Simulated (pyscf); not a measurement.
## Four-centre exchange: `[F][B]([F])[F]` + `[NH3]` -> `[FH]` + `[NH2][B]([F])[F]`

Gas phase, singlet surface, charge 0. Bonds broken: F1–B2, N5–H6. Bonds formed: F1–H6, B2–N5. Optimised with ωB97X-D3(BJ)/def2-SVP in PySCF. Correlated levels are frozen-core, on RHF or UHF. ΔMP2 is the change of the MP2 total energy from the triple- to the quadruple-zeta basis.

Transition state (Å):

```xyz
8

F     -0.1563     1.1866     1.0236
B     -0.2178    -0.0544    -0.2273
F      1.0515    -0.2084    -0.6276
F     -1.1260     0.3885    -1.1066
N     -0.7141    -0.9867     0.8677
H     -0.5057     0.2572     1.4604
H     -1.6695    -1.3205     0.7603
H     -0.0893    -1.7530     1.1086
```

One imaginary mode, 809i cm⁻¹; descent along it reached the two sides named, in the forms told below.

| bond | change | reactant side (Å) | saddle | product side |
|---|---|---|---|---|
| F1–B2 | breaks | 1.373 | 1.763 | 2.8 |
| N5–H6 | breaks | 1.021 | 1.394 | 1.868 |
| F1–H6 | forms | 2.408 | 1.085 | 0.938 |
| B2–N5 | forms | 1.701 | 1.521 | 1.424 |

Electronic energies relative to the separated reactants (kcal/mol):

```
level                             barrier  reaction energy  reverse barrier
--------------------------------  -------  ---------------  ---------------
ωB97X-D3(BJ)/def2-TZVP               15.4             +6.5              8.9
PBE/def2-TZVP                        11.7             +6.5              5.3
r²SCAN/def2-TZVP                     13.0             +7.5              5.5
B3LYP-D3(BJ)/def2-TZVP               16.4             +6.7              9.7
PBE0-D3(BJ)/def2-TZVP                12.9             +5.8              7.1
M06-2X/def2-TZVP                     15.1             +6.7              8.4
ωB97M-D3(BJ)/def2-TZVP               15.3             +6.7              8.5
HF/def2-TZVP                         32.2             +9.1             23.1
MP2/def2-QZVPP                       16.3             +5.5             10.8
CCSD/def2-TZVPP                      19.5             +6.8             12.7
CCSD(T)/def2-TZVPP                   17.2             +6.7             10.4
CCSD(T)/def2-TZVPP + ΔMP2(QZVPP)     17.6             +6.2             11.4
```

With CCSD(T)/def2-TZVPP + ΔMP2(QZVPP) energies and thermal terms (ideal gas, 1 atm, RRHO with modes under 100 cm⁻¹ raised to 100, one conformer, R ln 2 for rigid chiral ones), in kcal/mol:

```csv
T (K),ΔH‡,ΔG‡,ΔH,ΔG
298,16.4,26.8,+5.8,+5.9
600,16.6,37.4,+6.5,+5.7
900,17.3,47.6,+7.1,+5.1
1200,18.1,57.6,+7.6,+4.4
```

On the reactant side the descent ends in an adduct with a B–N contact, 22.6 kcal/mol under the separated species and 37.9 kcal/mol under the saddle at ωB97X-D3(BJ)/def2-TZVP. On the product side the descent ends in a complex, 4.5 kcal/mol under the separated species and 13.4 kcal/mol under the saddle at ωB97X-D3(BJ)/def2-TZVP. What is counted as formed (B–N) is already present as a longer contact in the reactant adduct; forming that adduct is a step of its own. This is the saddle that the search found; another between the same sides may lie lower. The CCSD(T) − MP2 part came from Ansatz, without density fitting, on the same reference.
